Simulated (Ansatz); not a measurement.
The same path of C$_{2}$H$_{2}$FNO (7 atoms, charge 0, multiplicity 1) was run twice with different band settings. The coordinate that changes most is the angle H6–N1–C2.

Computed with RHF/def2-SVPD in Ansatz 0.2.0.

Relaxed end points:

```xyz
7
Properties=species:S:1:pos:R:3
N -1.064 -0.168 1.276
C -0.321 0.032 0.319
O 0.154 0.997 -0.466
C 0.597 -0.321 -0.712
F 1.867 -0.539 -0.427
H -1.489 0.673 1.631
H 0.317 -0.741 -1.667
```

```xyz
7
Properties=species:S:1:pos:R:3
N -1.112 0.518 1.199
C -0.332 0.350 0.265
O 0.273 1.098 -0.646
C 0.552 -0.277 -0.671
F 1.779 -0.607 -0.309
H -1.334 -0.340 1.672
H 0.236 -0.810 -1.556
```

Common settings: movable images 5; climbing image yes; spring 5.0 eV/Å²; optimiser quadratic models (default); start path IDPP; iteration limit 60; end points relaxed.

| run | force threshold |
| --- | --- |
| 1 | 0.05 eV/Å |
| 2 | 0.5 eV/Å |

Problem. What does each run give, and how far can it be trusted?

Solution. Run 1: converged after 6 iterations, highest image 0.925 eV above the first end. A vibrational analysis at the climbing image gives one clearly imaginary mode, 1042i cm⁻¹: a first-order saddle point.
Run 2: converged after 3 iterations, highest image 0.926 eV above the first end. The threshold of 0.5 eV/Å is loose, so the images may lie well off the minimum-energy path. Another band between the same ends (5 images) ends at a top of the same energy, where a vibrational analysis finds 1 clearly imaginary mode.
